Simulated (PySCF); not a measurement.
# triplet SiNH5: levels of theory compared

Aim: a comparison of 6 runs (U-revPBE/def2-TZVP, UB3LYP/def2-TZVP, UBLYP/def2-TZVP, UCAM-B3LYP/def2-TZVP, UPBE0/def2-TZVP, UTPSS/def2-TZVP) of triplet SiNH5. The job is set up through a Python script.

The calculation is run with PySCF 2.14.0.

2 further runs of the same task are left out: 2 set aside as unsound or not needed. Runs told in other sessions of the task aren't counted.

## (1) Starting point

SiNH5: 7 atoms, total charge 0, spin state triplet. As SMILES of the parent species, `[SiH3]N`. The shape is that of a PBE0-D4/def2-TZVP optimisation. That shape belongs to the parent species and isn't relaxed for this state.

Bond lengths: Si1–N2 1.720 Å, Si1–H3 1.486 Å, Si1–H4 1.486 Å, Si1–H5 1.494 Å, N2–H6 1.007 Å, N2–H7 1.007 Å. Angles: Si1–N2–H6 119.6°, Si1–N2–H7 119.6°, N2–Si1–H3 107.9°, N2–Si1–H4 107.9°, N2–Si1–H5 116.0°, H6–N2–H7 110.7°, H3–Si1–H4 110.5°, H3–Si1–H5 107.3°, H4–Si1–H5 107.3°.

## (2) The energy at U-revPBE/def2-TZVP (run 1)

File calc.py:

```python
from pyscf import gto, dft

molecule = gto.M(
    atom='''
Si    -0.780476    -0.553123    -0.798126
N      1.156059     0.658891     1.514200
H     -0.034620    -3.224496    -1.234615
H     -3.426395    -0.410241     0.130278
H     -0.695287     0.761049    -3.295626
H      0.739979     2.339916     2.304483
H      3.040758     0.428042     1.379368
''',
    unit='bohr',
    spin=2,
    max_memory=1860,
    charge=0,
    basis='def2-tzvp',
    verbose=3,
)

ks = dft.UKS(molecule, xc='revpbe')
ks.grids.level = 5
ks.conv_tol = 1e-10
ks.kernel()
if not ks.converged:
    ks = ks.newton().run(ks.mo_coeff, ks.mo_occ)

e_tot = ks.e_tot
print(f'total energy: {e_tot:.8f} hartree')
```

Command:

```
OMP_NUM_THREADS=1 python calc.py
```

Log:

```text
<dir> SyntaxWarning: invalid escape sequence '\W'
  S = {(paw_set(r)[0], bool(re.search(r"spin_orbit\W+true|paw_fr", str((r.get("files") or {}).get("input") or "")) or re.search("(?i)spin.orbit\W+(value\W+)?(true|yes)|value\W+spin-orbit", json.dumps(r.get("inputs"), default=str)))) for r in records}

WARN: HOMO -0.0464119925913344 >= LUMO -0.304076826876432

WARN: HOMO -0.0493914516226752 >= LUMO -0.242932977617094

WARN: HOMO -0.0573822375213844 >= LUMO -0.255046689734716

WARN: HOMO -0.0585230970621602 >= LUMO -0.265051319910857

WARN: HOMO -0.0586333594293933 >= LUMO -0.259436096292539

WARN: HOMO -0.0604419871272555 >= LUMO -0.260895031326111

WARN: HOMO -0.0602100006738944 >= LUMO -0.26037559239391

WARN: HOMO -0.0603399994635403 >= LUMO -0.260496499151159

WARN: HOMO -0.0603573580275558 >= LUMO -0.260504291388532

WARN: HOMO -0.0603618235885861 >= LUMO -0.260519381360616

WARN: HOMO -0.060361539070918 >= LUMO -0.260516129587167

WARN: HOMO -0.0603625452054821 >= LUMO -0.260517628019223

WARN: HOMO -0.0603627770855226 >= LUMO -0.260519754848332

converged SCF energy = -347.01267555864  <S^2> = 2.0041573  2S+1 = 3.0027702
total energy: -347.01267556 hartree
```

Wall time 28 s (1 thread of Arm Neoverse V1, shared host); peak memory 0.5 GiB.

## (3) The energy at UB3LYP/def2-TZVP (run 2)

File calc.py:

```python
from pyscf import gto, dft

mol = gto.M(
    atom='''
Si    -0.413010    -0.292700    -0.422350
N      0.611760     0.348670     0.801280
H     -0.018320    -1.706330    -0.653330
H     -1.813170    -0.217090     0.068940
H     -0.367930     0.402730    -1.743970
H      0.391580     1.238230     1.219480
H      1.609100     0.226510     0.729930
''',
    charge=0,
    spin=2,
    basis='def2-tzvp',
    max_memory=1860,
    verbose=4,
)

calc0 = dft.UKS(mol)
calc0.xc = 'b3lyp'
calc0.grids.level = 5
calc0.conv_tol = 1e-10
calc0.kernel()
if not calc0.converged:
    calc0 = calc0.newton().run(calc0.mo_coeff, calc0.mo_occ)

energy = calc0.e_tot
print(f'total energy: {energy:.8f} hartree')
```

Command:

```
OMP_NUM_THREADS=1 python calc.py
```

Log:

```text
<dir> SyntaxWarning: invalid escape sequence '\W'
  S = {(paw_set(r)[0], bool(re.search(r"spin_orbit\W+true|paw_fr", str((r.get("files") or {}).get("input") or "")) or re.search("(?i)spin.orbit\W+(value\W+)?(true|yes)|value\W+spin-orbit", json.dumps(r.get("inputs"), default=str)))) for r in records}

PySCF version 2.14.0

[... 56 lines left out ...]
[... the frontier-level lines of each cycle are left out ...]
[... 5 lines left out ...]
[... 5 lines left out ...]
[... 5 lines left out ...]
[... 5 lines left out ...]
[... 5 lines left out ...]
[... 5 lines left out ...]
[... 5 lines left out ...]
[... 5 lines left out ...]
[... 5 lines left out ...]

cycle= 10 E= -347.114616632114  delta_E= -1.1e-08  |g|= 6.15e-05  |ddm|= 0.000981


cycle= 11 E= -347.114616636108  delta_E= -3.99e-09  |g|= 1.16e-05  |ddm|= 0.000438


cycle= 12 E= -347.114616636262  delta_E= -1.54e-10  |g|= 4.63e-06  |ddm|= 9.31e-05


cycle= 13 E= -347.114616636281  delta_E= -1.9e-11  |g|= 1.86e-06  |ddm|= 4.37e-05


Extra cycle  E= -347.114616636285  delta_E= -3.41e-12  |g|= 1.74e-06  |ddm|= 1.41e-05
converged SCF energy = -347.114616636285  <S^2> = 2.0061094  2S+1 = 3.0040702
total energy: -347.11461664 hartree
```

Run time: 33 s. Hardware: 1 thread of Arm Neoverse V1, shared host; peak memory 0.5 GiB.

## (4) The energy at UBLYP/def2-TZVP (run 3)

File calc.py:

```python
from pyscf import gto, dft

mol = gto.M(
    atom=[
    ('Si', (-0.413010, -0.292700, -0.422350)),
    ('N', (0.611760, 0.348670, 0.801280)),
    ('H', (-0.018320, -1.706330, -0.653330)),
    ('H', (-1.813170, -0.217090, 0.068940)),
    ('H', (-0.367930, 0.402730, -1.743970)),
    ('H', (0.391580, 1.238230, 1.219480)),
    ('H', (1.609100, 0.226510, 0.729930)),
],
    spin=2,
    charge=0,
    basis='def2-tzvp',
    max_memory=1860,
    verbose=4,
)

mf = dft.UKS(mol, xc='blyp')
mf.grids.level = 5
mf.conv_tol = 1e-10
mf.kernel()
if not mf.converged:
    mf = mf.newton().run(mf.mo_coeff, mf.mo_occ)

e_final = mf.e_tot
print('E(%s) = %.9f' % ('BLYP', e_final))
```

Command:

```
OMP_NUM_THREADS=1 python calc.py
```

Log:

```text
<dir> SyntaxWarning: invalid escape sequence '\W'
  S = {(paw_set(r)[0], bool(re.search(r"spin_orbit\W+true|paw_fr", str((r.get("files") or {}).get("input") or "")) or re.search("(?i)spin.orbit\W+(value\W+)?(true|yes)|value\W+spin-orbit", json.dumps(r.get("inputs"), default=str)))) for r in records}

PySCF version 2.14.0

[... 58 lines left out ...]
[... the frontier-level lines of each cycle are left out ...]
[... 5 lines left out ...]
[... 5 lines left out ...]
[... 5 lines left out ...]
[... 5 lines left out ...]
[... 5 lines left out ...]
[... 5 lines left out ...]
[... 5 lines left out ...]
[... 5 lines left out ...]

cycle= 9 E= -347.06399772587  delta_E= -2.67e-07  |g|= 8.84e-05  |ddm|= 0.00254


cycle= 10 E= -347.063997731961  delta_E= -6.09e-09  |g|= 2.69e-05  |ddm|= 0.000501


cycle= 11 E= -347.063997732545  delta_E= -5.84e-10  |g|= 7.04e-06  |ddm|= 8.16e-05


cycle= 12 E= -347.063997732568  delta_E= -2.26e-11  |g|= 3.6e-06  |ddm|= 5.42e-05


Extra cycle  E= -347.063997732504  delta_E= 6.37e-11  |g|= 8.47e-06  |ddm|= 9.87e-05
converged SCF energy = -347.063997732504  <S^2> = 2.0039558  2S+1 = 3.002636
E(BLYP) = -347.063997733
```

It took 29 s on 1 thread of Arm Neoverse V1, shared host; peak memory 0.5 GiB.

Runs 4 to 5 aren't shown in full; the table further down has their settings and results.

## (5) The energy at UTPSS/def2-TZVP (run 6)

File input.py:

```python
from pyscf import gto, dft

mol = gto.M(
    atom='''
Si    -0.780476    -0.553123    -0.798126
N      1.156059     0.658891     1.514200
H     -0.034620    -3.224496    -1.234615
H     -3.426395    -0.410241     0.130278
H     -0.695287     0.761049    -3.295626
H      0.739979     2.339916     2.304483
H      3.040758     0.428042     1.379368
''',
    basis='def2-tzvp',
    unit='bohr',
    max_memory=1860,
    spin=2,
    verbose=3,
    charge=0,
)

mf = dft.UKS(mol)
mf.xc = 'tpss'
mf.conv_tol = 1e-10
mf.grids.level = 5
mf.kernel()
if not mf.converged:
    mf = mf.newton().run(mf.mo_coeff, mf.mo_occ)

energy = mf.e_tot
print(f'total energy: {energy:.8f} hartree')
```

Command:

```
OMP_NUM_THREADS=1 python input.py
```

Log:

```text
<dir> SyntaxWarning: invalid escape sequence '\W'
  S = {(paw_set(r)[0], bool(re.search(r"spin_orbit\W+true|paw_fr", str((r.get("files") or {}).get("input") or "")) or re.search("(?i)spin.orbit\W+(value\W+)?(true|yes)|value\W+spin-orbit", json.dumps(r.get("inputs"), default=str)))) for r in records}

WARN: HOMO -0.0455758181674994 >= LUMO -0.310205629399377

WARN: HOMO -0.0475167881504035 >= LUMO -0.244192889167544

WARN: HOMO -0.0565721885416082 >= LUMO -0.255471805191114

WARN: HOMO -0.0577059043356378 >= LUMO -0.26379674989715

WARN: HOMO -0.0579142793553622 >= LUMO -0.255418183871249

WARN: HOMO -0.060087421969115 >= LUMO -0.256963822417706

WARN: HOMO -0.059987665932006 >= LUMO -0.256361058390347

WARN: HOMO -0.0601851667312729 >= LUMO -0.256495163699434

WARN: HOMO -0.0602379810956641 >= LUMO -0.256518670627365

WARN: HOMO -0.0602395711436046 >= LUMO -0.256533075409976

WARN: HOMO -0.0602419023855383 >= LUMO -0.256532265610421

WARN: HOMO -0.0602440643321493 >= LUMO -0.256535967710558

WARN: HOMO -0.0602440120970158 >= LUMO -0.256535464998883

WARN: HOMO -0.0602439294637769 >= LUMO -0.256536080107896

converged SCF energy = -347.125858716056  <S^2> = 2.0056012  2S+1 = 3.0037318
total energy: -347.12585872 hartree
```

Run time: 77 s. Hardware: 1 thread of Arm Neoverse V1, shared host; peak memory 0.54 GiB.

## (6) Overview of the runs

```
run                 level  energy (Eh)  dipole moment (D)  HOMO energy (eV)   ⟨S²⟩  wall time
  1    U-revPBE/def2-TZVP  -347.012676               1.04             -1.64  2.004       28 s
  2      UB3LYP/def2-TZVP  -347.114617               0.82             -2.14  2.006       33 s
  3       UBLYP/def2-TZVP  -347.063998               0.72             -1.52  2.004       29 s
  4  UCAM-B3LYP/def2-TZVP  -347.057951               0.85             -3.09  2.007       49 s
  5       UPBE0/def2-TZVP  -346.892840               1.11             -2.30  2.007       32 s
  6       UTPSS/def2-TZVP  -347.125859               1.02             -1.64  2.006       77 s
```

## (7) What came out

| quantity | value |
| --- | --- |
| run 6: total energy | -347.12586 Eh |
| run 6: dipole moment | 1.02 D |
| run 6: HOMO energy (highest over α and β) | -1.64 eV |
| run 6: ⟨S²⟩ | 2.006 |

In words: The dipole moment (its size) runs from 0.72 D (UBLYP/def2-TZVP) to 1.11 D (UPBE0/def2-TZVP). Totals of different functionals can't be ranked against each other. All runs together took 4.1 min, the longest 77 s.
